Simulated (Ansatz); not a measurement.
A nudged elastic band was laid between two geometries of CH$_{3}$NS (6 atoms, charge 0, multiplicity 1).

These are results of RKS r2SCAN/6-31G* in Ansatz 0.2.0, not measurements.

```
movable images  : 5
climbing image  : yes
spring          : 5.0 eV/Å²
optimiser       : quadratic models (default)
start path      : through a guess of the saddle point
force threshold : 0.03 eV/Å
iteration limit : 60
end points      : relaxed
```

Initial state:

```xyz
6
Properties=species:S:1:pos:R:3
N -0.632 -0.058 -0.362
C 0.526 0.133 0.293
S 1.588 -1.044 0.733
H -0.905 -0.998 -0.624
H -1.242 0.712 -0.604
H 0.707 1.191 0.518
```

Final state:

```xyz
6
Properties=species:S:1:pos:R:3
N -0.908 0.359 -0.463
C 0.211 0.300 0.141
S 1.057 -1.224 0.422
H 0.115 -1.978 -0.183
H -1.218 1.335 -0.516
H 0.783 1.143 0.554
```

(1) Which bonds break or form, and what moves?

(2) Give the energies along the band, and the barrier.

(3) What is the geometry of the highest image?

(4) What are the harmonic wavenumbers there?

## Answers

(1) Bonds broken: N1–H4. Bonds formed: S3–H4.

(2) The run converged. The highest image is number 3 of 0 to 6, 41.0 kcal/mol above the first end and 26.0 kcal/mol above the last; the last end lies 14.9 kcal/mol above the first. A vibrational analysis at the climbing image gives one clearly imaginary mode, 1607i cm⁻¹: a first-order saddle point. The orbitals stay closed-shell, which can raise the energy where a bond breaks towards radicals; this wasn't checked here.

```json
{"image": "0", "path coordinate (Å)": "0.00", "energy (kcal/mol)": "0.0", "N1–H4 (Å)": "1.01", "S3–H4 (Å)": "2.84"}
{"image": "1", "path coordinate (Å)": "0.33", "energy (kcal/mol)": "5.2", "N1–H4 (Å)": "1.02", "S3–H4 (Å)": "2.43"}
{"image": "2", "path coordinate (Å)": "0.67", "energy (kcal/mol)": "25.1", "N1–H4 (Å)": "1.14", "S3–H4 (Å)": "2.02"}
{"image": "3", "path coordinate (Å)": "1.00", "energy (kcal/mol)": "41.0", "N1–H4 (Å)": "1.42", "S3–H4 (Å)": "1.68"}
{"image": "4", "path coordinate (Å)": "1.35", "energy (kcal/mol)": "29.1", "N1–H4 (Å)": "1.79", "S3–H4 (Å)": "1.42"}
{"image": "5", "path coordinate (Å)": "1.71", "energy (kcal/mol)": "18.2", "N1–H4 (Å)": "2.18", "S3–H4 (Å)": "1.36"}
{"image": "6", "path coordinate (Å)": "2.06", "energy (kcal/mol)": "14.9", "N1–H4 (Å)": "2.57", "S3–H4 (Å)": "1.35"}
```

(3) 
```xyz
6
Properties=species:S:1:pos:R:3
N -0.718 0.078 -0.392
C 0.404 0.267 0.241
S 1.180 -1.236 0.484
H -0.292 -1.278 -0.323
H -1.323 0.871 -0.625
H 0.792 1.234 0.569
```

(4) 1607i, 590, 651, 836, 882, 1033, 1117, 1347, 1558, 1702, 3172, 3438 cm⁻¹.

Time of the run: 87 s on 1 thread of Arm Neoverse V2 (shared host), peak memory 0.11 GiB.
